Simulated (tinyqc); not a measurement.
Born-Oppenheimer dynamics on the UHF/sto-3g surface (energies and gradients from PySCF), for NH, spin multiplicity 3, step by step. Computed by tinyqc, a small Python program that keeps every step (integrals from PySCF). Settings: charge = 0, multiplicity = 3, basis = sto-3g, time step (fs) = 2.0, steps = 16. Command: `OMP_NUM_THREADS=1 python tinyqc.py 31381 31382 out.jsonl` (the two numbers bound the seeds that draw the settings). One thread of a shared host (Intel(R) Xeon(R) Processor @ 2.60GHz), about 0.9 s of CPU time with the checks.

positions (bohr), order 1N, 2H:
$$\begin{pmatrix}
0.000000 & 0.000000 & 0.000000 \\
0.000000 & 0.000000 & 1.978543
\end{pmatrix}$$

The total energy should stay constant up to terms of order dt^2; the step counts as short enough if it moves by less than 2 % of the largest kinetic energy.

Trajectory:
```
time (fs)  1N-2H (angstrom)  potential (hartree)  kinetic (hartree)  total (hartree)
0.000000           1.047000         -54.26270401         0.00005162     -54.26265239
2.000000           1.090902         -54.26371768         0.00059174     -54.26312595
4.000000           1.118499         -54.26273903         0.00002341     -54.26271562
6.000000           1.084416         -54.26377883         0.00061249     -54.26316633
8.000000           1.045729         -54.26262124         0.00002251     -54.26259873
10.000000          1.081246         -54.26378371         0.00060497     -54.26317874
12.000000          1.118028         -54.26276489         0.00003648     -54.26272841
14.000000          1.093847         -54.26366775         0.00056549     -54.26310227
16.000000          1.048182         -54.26277808         0.00007850     -54.26269958
18.000000          1.071237         -54.26368750         0.00051632     -54.26317118
20.000000          1.114753         -54.26293639         0.00012711     -54.26280928
22.000000          1.102344         -54.26344851         0.00043271     -54.26301580
24.000000          1.053969         -54.26310088         0.00020638     -54.26289450
26.000000          1.061649         -54.26342984         0.00036158     -54.26306827
28.000000          1.109156         -54.26319480         0.00027597     -54.26291883
30.000000          1.109568         -54.26317730         0.00026547     -54.26291183
32.000000          1.062226         -54.26345006         0.00037230     -54.26307776
```

Is the time step short enough?

No. The total energy moves within 5.8e-04 hartree; that is over 2 % of the largest kinetic energy, so the time step is too long.
